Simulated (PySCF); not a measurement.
# CH⁺: changing the method

Starting from one script, swap the method and compare what comes out for CH⁺.

The runs use PySCF 2.14.0; method and basis as typed in the scripts.

4 further runs of the same task are left out: 4 that didn't finish.

## Step 1: Where the work starts

CH⁺: 2 atoms, charge 1, spin multiplicity 1.

Bond lengths: H1–C2 1.130 Å.

## Step 2: The base run

The input, input.py:

```python
from pyscf import gto, dft

mol = gto.M(
    atom='H 0 0 0; C 0 0 1.13',
    basis='minao',
    charge=1,
    spin=0,
    verbose=3,
)
mf = dft.UKS(mol, xc='tpssh')
mf.kernel()
mf.dip_moment()
print('orbital energies (hartree):', [e[max(0, n-3):n+3].round(4) for e, n in zip(mf.mo_energy, mol.nelec)])
```

Launch:

```bash
> OMP_NUM_THREADS=1 python input.py
```

Its log is not repeated here.

Base result: E(SCF) = -37.974154 Eh.

The bond length is a typed value, not an optimised one. The dipole of an ion depends on the origin.

## Step 3: M06l

Run 1 changes functional: tpssh → m06l.

The input, input.py:

```python
from pyscf import gto, dft

mol = gto.M(
    atom='H 0 0 0; C 0 0 1.13',
    basis='minao',
    charge=1,
    spin=0,
    verbose=3,
)
mf = dft.UKS(mol, xc='m06l')
mf.kernel()
mf.dip_moment()
print('orbital energies (hartree):', [e[max(0, n-3):n+3].round(4) for e, n in zip(mf.mo_energy, mol.nelec)])
```

Launch:

```bash
> OMP_NUM_THREADS=1 python input.py
```

## Step 4: Bp86

Run 2 changes functional: tpssh → bp86.

input.py, as its differences from that of step 2:

```diff
@@ -9,3 +9,3 @@
 )
-mf = dft.UKS(mol, xc='tpssh')
+mf = dft.UKS(mol, xc='bp86')
 mf.kernel()
```

## Step 5: Revtpss

Run 3 changes functional: tpssh → revtpss.

input.py, as its differences from that of step 2:

```diff
@@ -9,3 +9,3 @@
 )
-mf = dft.UKS(mol, xc='tpssh')
+mf = dft.UKS(mol, xc='revtpss')
 mf.kernel()
```

**Question.** What will these runs give? Wanted: for each run, E(SCF); from base; gap.

As calculated:

```
    run  E(SCF) (hartree)  from base (eV)  gap (eV)
   base        -37.974154               0      3.38
   m06l        -37.961346  not comparable      2.79
   bp86        -37.960098  not comparable      1.72
revtpss        -37.972229  not comparable      2.52
```

In words: The gap between the frontier levels is 1.7 eV with bp86 (0 % exact exchange) and 3.4 eV with tpssh (10 %). Total energies of different functionals can't be compared with each other; differences within one functional can.
